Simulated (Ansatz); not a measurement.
What does this script print? It uses the Python package of Ansatz (0.2.0).

Script `run_md.py`:
```python
"""Molecular dynamics of one BH6NSi molecule."""

import ansatz
import numpy as np

config = {
    "basis_set": "def2-SVP",
    "functional": "hf",
    "n_steps": 30,
    "temperature_k": 800,
}

GEOMETRY = """
N    -1.23450    0.72840   -0.77200
B     0.10590    0.67830   -0.17930
Si    0.60040   -0.89820    0.80390
H    -1.27860    0.03240   -1.50950
H    -1.33950    1.67860   -1.30660
H     0.87250    1.59200   -0.29760
H     0.58270   -2.07450   -0.05630
H     2.04990   -0.72080    1.29730
H    -0.27030   -1.06240    2.00290
"""

system = ansatz.Crystal.molecule()
for line in GEOMETRY.strip().splitlines():
    symbol, *xyz = line.split()
    system = system.atom(symbol, [float(v) for v in xyz])

model = system.calculation()
model = model.basis(gaussian=config["basis_set"])
model = model.functional(config["functional"]).md("nve", timestep=0.5, steps=config["n_steps"], temperature=config["temperature_k"], initial_velocities="maxwell_boltzmann", seed=24)
frames = []
model.session().plan().execute(on_event=lambda e: frames.append(e["data"]) if e["event"] == "md_step" else None)
print("t (fs)   E_pot (eV)      E_kin (eV)   T (K)   d(0-1) (A)")
for f in frames[::2]:
    xyz = np.array(f["positions_ang"])
    print(f"{f['time_fs']:6.2f} {f['lagrangian_ev']:14.5f} {f['e_kin_ev']:10.5f} {f['temperature_k']:8.1f} {np.linalg.norm(xyz[0] - xyz[1]):9.4f}")
kept = np.array([f["conserved_ev"] for f in frames])
print(f"conserved energy moves by at most {1000 * np.ptp(kept):.3f} meV")
```

Output of `python run_md.py`:
```text
t (fs)   E_pot (eV)      E_kin (eV)   T (K)   d(0-1) (A)
  0.00   -10106.08962    0.72386    800.0    1.4664
  1.00   -10106.13633    0.77086    851.9    1.4686
  2.00   -10106.16348    0.79723    881.1    1.4689
  3.00   -10106.13268    0.76628    846.9    1.4670
  4.00   -10106.06987    0.70717    781.6    1.4621
  5.00   -10106.16760    0.80420    888.8    1.4532
  6.00   -10106.38970    1.02273   1130.3    1.4402
  7.00   -10106.54205    1.17577   1299.4    1.4242
  8.00   -10106.62525    1.25923   1391.7    1.4067
  9.00   -10106.66487    1.29871   1435.3    1.3893
 10.00   -10106.66848    1.30224   1439.2    1.3736
 11.00   -10106.64028    1.27347   1407.4    1.3610
 12.00   -10106.56905    1.20328   1329.9    1.3521
 13.00   -10106.53750    1.17408   1297.6    1.3469
 14.00   -10106.64009    1.27244   1406.3    1.3451
 15.00   -10106.65645    1.28748   1422.9    1.3471
conserved energy moves by at most 7.486 meV
```

Total energies depend on the basis set; only differences at equal settings carry meaning. The trajectory is only some femtoseconds long, so its temperature is not equilibrated; where the script doesn't relax first, it starts from a rough generated geometry. The temperature counts the internal degrees of freedom alone. Timing: 28 s on 1 thread of Arm Neoverse V1, with other jobs on the host, peak memory 0.2 GiB.

(Lines on the test bed's own set-up are left out of the output.)
